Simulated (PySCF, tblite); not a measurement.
Compound: C₃H₅FS.
Cartesian coordinates in Å at the GFN2-xTB level; atoms count from 1:
```
atom  x, y, z in Å
C1    -1.256    0.052   -0.300
C2     0.079    0.605    0.031
S3     0.386    2.194    0.142
C4     1.188   -0.374    0.272
F5     0.775   -1.674    0.146
H6    -1.186   -0.567   -1.196
H7    -1.594   -0.602    0.504
H8    -1.975    0.850   -0.457
H9     2.001   -0.221   -0.449
H10    1.592   -0.258    1.285
```

The calculation used PBE0/pcSseg-1 in PySCF (dipole) on a GFN2-xTB geometry, gas phase.

Take the most abundant isotopes and a rigid rotor. The values belong to one conformer with, in the numbering `[CH3:1][C:2](=[S:3])[CH2:4][F:5]`, C1–C2–C4–F5 0°.

Q: Give the principal moments of inertia and the rotational constants in cm⁻¹.

A: Ia = 63.75, Ib = 201.39, Ic = 258.87 u·Å²; 505379 MHz·u·Å²/I gives 7927, 2509 and 1952 MHz, that is A = 0.26441, B = 0.08370, C = 0.06512 cm⁻¹.

Q: What kind of rotor is it?

A: An asymmetric top; Ray's κ = -0.814.

Q: Is it planar, by Δ = Ic − Ia − Ib?

A: Not planar: Δ = Ic − Ia − Ib = -6.28 u·Å². For a rigid frame Δ = −2 Σ m c², so Σ m c² = 3.14 u·Å² lies off the ab plane, practically all of it from hydrogen. The atom farthest from that plane is 0.89 Å away.

Q: Give the other two planar moments, Paa and Pbb, and the rms extents of the mass along the axes.

A: Paa = Σ m a² = (Ib + Ic − Ia)/2 = 198.25 and Pbb = Σ m b² = (Ia + Ic − Ib)/2 = 60.61 u·Å². With the mass M = 92.01 u, the rms extents √(P/M) along a, b and c are 1.47, 0.81, 0.18 Å.

Q: Where do the levels up to J = 2 lie, in cm⁻¹?

A: Above 0(0,0):
J = 1: 1(0,1) 0.1488, 1(1,1) 0.3295, 1(1,0) 0.3481
J = 2: 2(0,2) 0.4451, 2(1,2) 0.6086, 2(1,1) 0.6644, 2(2,1) 1.2065, 2(2,0) 1.2078
Those of J = 1 are B + C, A + C and A + B.

Q: Predict some low-J microwave lines.

A: The dipole components are |μa| = 1.02 D, |μb| = 0.35 D, |μc| = 0.00 D; the mirror of this Cs structure is the ab plane, so μc vanishes by symmetry (the 0.01 D computed is a residue) and there are no c-type lines. Intensities carry the squares of the components, which stand as 1.00 : 0.11 (a : b). Some lines, for components of 0.1 D or more:

| type | branch | J(Ka,Kc) | MHz | lower level (cm⁻¹) |
| --- | --- | --- | --- | --- |
| a | Q | 1(1,0) ← 1(1,1) | 557 | 0.330 |
| a | Q | 2(1,1) ← 2(1,2) | 1671 | 0.609 |
| b | R | 2(0,2) ← 1(1,1) | 3465 | 0.330 |
| a | R | 1(0,1) ← 0(0,0) | 4462 | 0.000 |
| b | Q | 1(1,0) ← 1(0,1) | 5975 | 0.149 |
| b | Q | 2(1,1) ← 2(0,2) | 6573 | 0.445 |
| a | R | 2(1,1) ← 1(1,0) | 9480 | 0.348 |
| b | R | 1(1,1) ← 0(0,0) | 9879 | 0.000 |
| a | R | 3(1,3) ← 2(1,2) | 12525 | 0.609 |
| a | R | 3(0,3) ← 2(0,2) | 13223 | 0.445 |
| a | R | 3(2,2) ← 2(2,1) | 13385 | 1.206 |
| a | R | 3(2,1) ← 2(2,0) | 13547 | 1.208 |
| b | R | 2(1,2) ← 1(0,1) | 13784 | 0.149 |
| a | R | 3(1,2) ← 2(1,1) | 14194 | 0.664 |
| b | Q | 3(2,1) ← 3(1,2) | 15646 | 1.138 |
| b | R | 3(1,3) ← 2(0,2) | 17426 | 0.445 |
| b | Q | 2(2,1) ← 2(1,2) | 17924 | 0.609 |
| b | R | 2(2,1) ← 1(1,0) | 25733 | 0.348 |
| b | R | 2(2,0) ← 1(1,1) | 26331 | 0.330 |
| b | Q | 3(3,1) ← 3(2,2) | 28505 | 1.653 |
| b | R | 3(2,2) ← 2(1,1) | 29638 | 0.664 |
| b | R | 3(2,1) ← 2(1,2) | 31511 | 0.609 |
| b | R | 3(3,0) ← 2(2,1) | 41892 | 1.206 |

Its GFN2-xTB frequencies are all real (lowest 51 cm⁻¹). Zero-point vibration and centrifugal distortion are left out. A rigid rotor knows nothing of internal rotation, which can split or shift real lines.
